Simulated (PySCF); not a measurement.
# Stretching F₂⁺

Set-up: basis F jorge-DZP-DKH; spin-free X2C with a Gaussian nucleus; PySCF 2.14. Energies in eV from F⁺ + F in their ground configurations at the same level. State: ²Πg (doublet), unpaired electrons π ↑.

All columns are PBE0.

```json
{"R (Å)": "1.107", "E (eV)": "-1.850", "HOMO (eV)": "-22.94", "LUMO (eV)": "-18.37", "Mayer bond order": "1.31", "⟨S²⟩": "0.75"}
{"R (Å)": "1.158", "E (eV)": "-2.571", "HOMO (eV)": "-23.35", "LUMO (eV)": "-18.83", "Mayer bond order": "1.34", "⟨S²⟩": "0.75"}
{"R (Å)": "1.210", "E (eV)": "-2.967", "HOMO (eV)": "-23.68", "LUMO (eV)": "-19.21", "Mayer bond order": "1.37", "⟨S²⟩": "0.75"}
{"R (Å)": "1.248", "E (eV)": "-3.109", "HOMO (eV)": "-23.89", "LUMO (eV)": "-19.45", "Mayer bond order": "1.39", "⟨S²⟩": "0.75"}
{"R (Å)": "1.287", "E (eV)": "-3.149", "HOMO (eV)": "-24.07", "LUMO (eV)": "-19.67", "Mayer bond order": "1.41", "⟨S²⟩": "0.75"}
{"R (Å)": "1.326", "E (eV)": "-3.111", "HOMO (eV)": "-24.22", "LUMO (eV)": "-19.85", "Mayer bond order": "1.42", "⟨S²⟩": "0.75"}
{"R (Å)": "1.377", "E (eV)": "-2.967", "HOMO (eV)": "-24.39", "LUMO (eV)": "-20.06", "Mayer bond order": "1.44", "⟨S²⟩": "0.75"}
{"R (Å)": "1.441", "E (eV)": "-2.684", "HOMO (eV)": "-24.55", "LUMO (eV)": "-20.27", "Mayer bond order": "1.46", "⟨S²⟩": "0.75"}
{"R (Å)": "1.519", "E (eV)": "-2.251", "HOMO (eV)": "-24.67", "LUMO (eV)": "-20.46", "Mayer bond order": "1.48", "⟨S²⟩": "0.75"}
{"R (Å)": "1.622", "E (eV)": "-1.604", "HOMO (eV)": "-24.69", "LUMO (eV)": "-20.63", "Mayer bond order": "1.49", "⟨S²⟩": "0.75"}
```

The state is the lowest determinant that a PBE0 search found; another state may lie lower at other levels.
